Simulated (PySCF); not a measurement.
## How the functional moves excitation energies

Compound: 1-chloro-1,1-difluoroethane, C₂H₃ClF₂.
SMILES: `CC(F)(F)Cl`

Linear-response calculations in the def2-SVPD basis (PySCF; singlets by full response, triplets Tamm–Dancoff, core orbitals frozen in the response; HF means time-dependent Hartree–Fock). 'Strongest' is the level of largest summed f among the singlets computed (10 roots, of which the last may lack a degenerate partner); it can jump between rows when another state enters that window. S1 is the lowest singlet of each run and needn't be the same state throughout; f(S1) is that of one state. Geometry: PBE0-D3(BJ)/def2-SVP; no solvent, vibrations or thermal averaging.

```
functional                               kind  S1 (eV)  f(S1)  strongest (eV)  T1 (eV)  HOMO (eV)  gap (eV)  ionisation energy, ΔSCF (eV)
       LDA                                LDA     7.33  0.007            8.51     6.67      -8.05      6.93                         11.99
       PBE                                GGA     7.37  0.008            8.51     6.63      -7.92      7.00                         11.70
     B3LYP  global hybrid, 20% exact exchange     7.58  0.007            9.25     6.81      -9.13      8.95                         12.02
      PBE0  global hybrid, 25% exact exchange     7.75  0.007            9.48     6.91      -9.40      9.54                         12.00
 BHandHLYP  global hybrid, 50% exact exchange     7.97  0.006           10.19     7.12     -10.76     11.79                         12.07
 CAM-B3LYP             range-separated hybrid     7.68  0.005            9.67     6.89     -10.84     11.94                         12.15
   wB97X-D             range-separated hybrid     7.77  0.005            9.73     7.02     -11.31     13.21                         12.14
   LC-wPBE             range-separated hybrid     7.86  0.003            9.96     6.98     -12.30     14.53                         12.23
        HF                       Hartree–Fock     8.57  0.006           11.18     7.55     -12.90     15.47                   not settled
```

S1 runs from 7.33 eV (LDA) to 8.57 eV (HF), a spread of 1.24 eV, while the orbital gap spreads over 8.5 eV. Along PBE (0%), B3LYP (20%), PBE0 (25%), BHandHLYP (50%), HF (100%) S1 rises with the share of exact exchange. −ε(HOMO) comes closest to its own ΔSCF ionisation energy with LC-wPBE (+0.07 eV) and misses most with LDA (-3.94 eV). 'Not settled' means that the ion's SCF failed to converge or may have ended in another state than the lowest.
